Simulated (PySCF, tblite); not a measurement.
A complex of hydrogen chloride and 2 × hydrogen fluoride

A gas-phase complex of hydrogen chloride and 2 × hydrogen fluoride; neutral, singlet. The structure comes from a short search (6 tight-binding starts) and was relaxed by PBE0-D3(BJ)/def2-TZVPD; another way of binding may lie lower. No frequency run checks that it is a minimum.

Parts: 1 = hydrogen chloride (Cl), atoms 1–2; 2 = hydrogen fluoride (F), atoms 3–4; 3 = hydrogen fluoride (F), atoms 5–6.

```xyz
6

Cl   -0.331   -0.215   -0.001
H    -0.896    0.914    0.295
F    -3.338   -0.583    0.226
H    -2.437   -0.810    0.086
F    -2.554    1.862    0.666
H    -3.081    1.093    0.555
```
Atoms count from 1 in this order.

| contact | kind (by geometry) | distance (Å) | angle (°) |
| --- | --- | --- | --- |
| H6···F3 | hydrogen bond | 1.727 | 154 |
| H2···F5 | hydrogen bond | 1.945 | 147 |
| H4···Cl1 | hydrogen bond | 2.191 | 150 |

Interaction energies are complex less parts, with the parts frozen as they stand in it; counterpoise-corrected, in kcal/mol (PySCF).

(1) Give the interaction energy at each level run.

(2) What holds them together? Decompose the wB97M-D3(BJ)/def2-TZVPD energy: frozen parts, their antisymmetrised product, then relaxation.

(3) Are the pair energies additive?

The parts were also relaxed and run alone, at the levels used for the complex: shieldings by PBE0/pcSseg-2; core levels by delta-SCF with SCAN, pcX-2 on the ionised atom and pcseg-1 elsewhere, spin-free X2C (2p3/2 is the spin-free 2p value less a third of a first-order spin-orbit splitting).

Values alone: F5–H6 bond (Å): 0.921; shielding of H6 (ppm): 29.16; shielding of F3 (ppm): 410.5; shielding of H2 (ppm): 30.67; shielding of F5 (ppm): 410.5; Cl1 2p3/2 core level (eV): 207.39; F3 1s core level (eV): 694.11; F5 1s core level (eV): 694.11.

(4) What does binding change?

## Answers

(1) 
| level | interaction | superposition error removed |
| --- | --- | --- |
| wB97M-D3(BJ)/def2-TZVPD | -11.95 | -0.20 |
| PBE0-D3(BJ)/def2-TZVPD | -13.18 | -0.20 |
| RI-MP2/def2-TZVPD | -9.98 | -1.28 |

(2) electrostatic -20.8, Pauli repulsion +23.9, orbital relaxation -13.4, dispersion correction -1.8 kcal/mol, which sum to the value before the counterpoise correction; the Pauli term holds the exchange-correlation of the frozen density too. Of the attraction, 58 % is electrostatic, 37 % is orbital relaxation, 5 % is dispersion correction.

(3) The pairs sum to -9.13 kcal/mol (1–2 -2.6, 1–3 -2.3, 2–3 -4.2); the rest of -2.81 is a many-body strengthening.

(4) 
```tsv
property	alone	in the complex	change
F5–H6 bond (Å)	0.921	0.939	+0.018
shielding of H6 (ppm)	29.16	24.95	-4.20
shielding of F3 (ppm)	410.5	369.4	-41.1
shielding of H2 (ppm)	30.67	26.89	-3.77
shielding of F5 (ppm)	410.5	380.5	-30.1
Cl1 2p3/2 core level (eV)	207.39	207.70	+0.31
F3 1s core level (eV)	694.11	694.30	+0.19
F5 1s core level (eV)	694.11	693.83	-0.29
```

The 5 runs behind this took 100 s in all, one thread each of Arm Neoverse N1 on a shared host, launched as `OMP_NUM_THREADS=1 python cluster_run.py task.json out`.
